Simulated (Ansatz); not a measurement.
Geometry optimisation, RKS PBE0-D4/6-31G* (Ansatz).

Input:

```yaml
crystal:
  periodic: [false, false, false]
  atoms:
    - { symbol: Al, position_ang: [-0.023169, -0.549537, -0.380316] }
    - { symbol: C, position_ang: [-0.079699, -0.067956, 2.752866] }
    - { symbol: H, position_ang: [-0.879428, 0.042441, 3.489429] }
    - { symbol: H, position_ang: [0.872978, -0.236459, 3.26153] }
    - { symbol: H, position_ang: [-0.004787, 0.858553, 2.174179] }
    - { symbol: H, position_ang: [1.432089, 0.080432, -0.30546] }
    - { symbol: H, position_ang: [-1.300283, 0.177373, -0.984829] }
    - { symbol: "N", position_ang: [-0.271525, -2.279418, 0.273654] }
    - { symbol: H, position_ang: [-1.106967, -2.832707, 0.119865] }
    - { symbol: H, position_ang: [0.487969, -2.84864, 0.620201] }
    - { symbol: H, position_ang: [-0.296778, -0.932181, 2.100781] }
basis:
  gaussian: { orbitals: "6-31G*" }
hamiltonian:
  xc: pbe0
  dispersion: d4
relax:
  f_tol: 0.03
  max_steps: 50
```

Run as:

```bash
$ ansatz run input.yaml --threads 1 --pin off --max-ram 2048MiB --backend cpu --events-out ev --progress --plain --runs-dir out
```

Task: Where does it end, and by what steps?

Result: It converged. The force dipped under the threshold on the way, but the program's further checks kept it going. After 18 steps the energy has fallen by 0.182 eV; H10 moved furthest, 0.63 Å.

```csv
step,energy less start (eV),largest force component (eV/Å),accepted
0,0.0000,1.519,yes
1,-0.1269,0.888,yes
2,-0.1558,0.525,yes
3,-0.1298,0.609,no
4,-0.1643,0.340,yes
5,-0.1694,0.170,yes
6,-0.1724,0.138,yes
7,-0.1718,0.405,no
8,-0.1776,0.050,yes
9,-0.1792,0.097,yes
10,-0.1798,0.053,yes
11,-0.1804,0.005,yes
12,-0.1804,0.147,no
13,-0.1809,0.023,yes
14,-0.1805,0.180,no
15,-0.1814,0.016,yes
16,-0.1816,0.041,yes
17,-0.1806,0.189,no
18,-0.1820,0.022,yes
```

```xyz
11
Properties=species:S:1:pos:R:3
Al 0.054 -0.698 -0.238
C -0.135 0.107 2.854
H -0.759 0.291 3.732
H 0.919 0.241 3.111
H -0.413 0.823 2.073
H 1.555 -0.185 -0.111
H -1.194 0.235 -0.562
N -0.237 -2.448 -0.108
H -1.139 -2.892 -0.211
H 0.480 -3.139 0.065
H -0.301 -0.923 2.517
```

Run time: 49 s on 1 thread of Arm Neoverse V1, on a shared host, peak memory 0.14 GiB.
